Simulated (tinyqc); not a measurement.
RKS/LDA (VWN5) in the sto-3g basis, for H2O, spin multiplicity 1, step by step. One step of it, computed by the program tinyqc.

Question. Orthogonalisation. S = U s U^T; symmetric (Loewdin) form X = U s^(-1/2) U^T, so that X^T S X = 1.

overlap S, lower triangle:
```
           1O 1s     1O 2s    1O 2px     1O 2py    1O 2pz     2H 1s     3H 1s
1O 1s   1.000000
1O 2s   0.236704  1.000000
1O 2px  0.000000  0.000000  1.000000
1O 2py  0.000000  0.000000  0.000000   1.000000
1O 2pz  0.000000  0.000000  0.000000   0.000000  1.000000
2H 1s   0.050347  0.455784  0.000000   0.326980  0.199606  1.000000
3H 1s   0.058005  0.494956  0.000000  -0.344629  0.210437  0.211412  1.000000
```

Give: eigenvalues of S; X.

Answer.

eigenvalues of S: 0.3384  0.4140  0.8970  1.0000  1.0783  1.3801  1.8922

X, lower triangle:
```
          1O 1s    1O 2s  1O 2px   1O 2py   1O 2pz    2H 1s   3H 1s
1O 1s    1.0242
1O 2s   -0.1438   1.2530
1O 2px   0.0000   0.0000  1.0000
1O 2py   0.0010  -0.0172  0.0000   1.1314
1O 2pz  -0.0089   0.0975  0.0000  -0.0061   1.0412
2H 1s    0.0216  -0.2785  0.0000  -0.2358  -0.1202   1.1896
3H 1s    0.0231  -0.3250  0.0000   0.2589  -0.1356  -0.0774  1.2309
```
